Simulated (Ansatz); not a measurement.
# C4H6O: the cost of one run

Method: the levels named in each step, in Ansatz 0.2.0.

**1. Starting point**

Bond lengths: C1–C2 1.481 Å, C2–C3 1.335 Å, C3–C4 1.460 Å, C4–O5 1.207 Å, C1–H6 1.083 Å, C1–H7 1.087 Å, C1–H8 1.096 Å, C2–H9 1.083 Å, C3–H10 1.081 Å, C4–H11 1.108 Å. Angles (14 of 15 angles, heavy atoms first): C1–C2–C3 125.4°, C2–C3–C4 121.4°, C3–C4–O5 125.5°, C1–C2–H9 116.7°, C3–C2–H9 117.9°, C2–C1–H6 110.0°, C2–C1–H7 111.4°, C2–C1–H8 109.7°, C2–C3–H10 121.4°, C4–C3–H10 117.1°, C3–C4–H11 113.9°, O5–C4–H11 120.6°, H6–C1–H7 109.3°, H6–C1–H8 107.2°.

As a file:

```xyz
11

C     2.3771    0.2019   -0.2497
C     0.9556    0.0561    0.1412
C    -0.0823    0.0683   -0.6990
C    -1.4527   -0.0851   -0.2189
O    -1.7797   -0.2297    0.9336
H     2.8178    1.0485    0.2628
H     2.4823    0.3363   -1.3234
H     2.9377   -0.6891    0.0565
H     0.7521   -0.0723    1.1975
H     0.0561    0.1903   -1.7639
H    -2.2156   -0.0589   -1.0223
```

**2. A rough first relaxation, PBE-D4/def2-SVP**

This run stands in another session on the same molecule. It ended at:

```xyz
11

C     2.3950    0.1991   -0.2482
C     0.9622    0.0533    0.1320
C    -0.0959    0.0691   -0.7138
C    -1.4820   -0.0868   -0.2143
O    -1.7886   -0.2375    0.9593
H     2.8534    1.0668    0.2750
H     2.5348    0.3309   -1.3390
H     2.9801   -0.6882    0.0788
H     0.7241   -0.0818    1.2043
H     0.0437    0.1986   -1.8015
H    -2.2783   -0.0570   -1.0182
```

**3. Relaxation, HF/STO-3G**

The input, input.yaml:

```yaml
crystal:
  periodic: [false, false, false]
  atoms:
    - { symbol: C, position_ang: [2.39496075, 0.19912619, -0.24820257] }
    - { symbol: C, position_ang: [0.96224256, 0.05325843, 0.13203152] }
    - { symbol: C, position_ang: [-0.09585497, 0.06909926, -0.71378825] }
    - { symbol: C, position_ang: [-1.48203055, -0.08678522, -0.21430415] }
    - { symbol: O, position_ang: [-1.78864795, -0.23751412, 0.95934887] }
    - { symbol: H, position_ang: [2.85336402, 1.06676117, 0.27503173] }
    - { symbol: H, position_ang: [2.53483533, 0.33089334, -1.33895688] }
    - { symbol: H, position_ang: [2.9801022, -0.68824572, 0.07884224] }
    - { symbol: H, position_ang: [0.72405827, -0.08179639, 1.20432895] }
    - { symbol: H, position_ang: [0.04367453, 0.19861236, -1.80147782] }
    - { symbol: H, position_ang: [-2.27830419, -0.05702931, -1.01820363] }
basis:
  gaussian: { orbitals: STO-3G }
hamiltonian:
  xc: hf
relax:
  f_tol: 0.002
  max_steps: 150
```

Started as:

```
$ ansatz run input.yaml --threads 4 --pin off --max-ram 10240MiB --backend cpu --events-out ev --progress --plain --runs-dir out
```

**Question.** How long does this run take on 4 threads of Arm Neoverse V2, shared host, and how much memory does it need?

About 1.6 s, with a peak of 0.091 GiB.
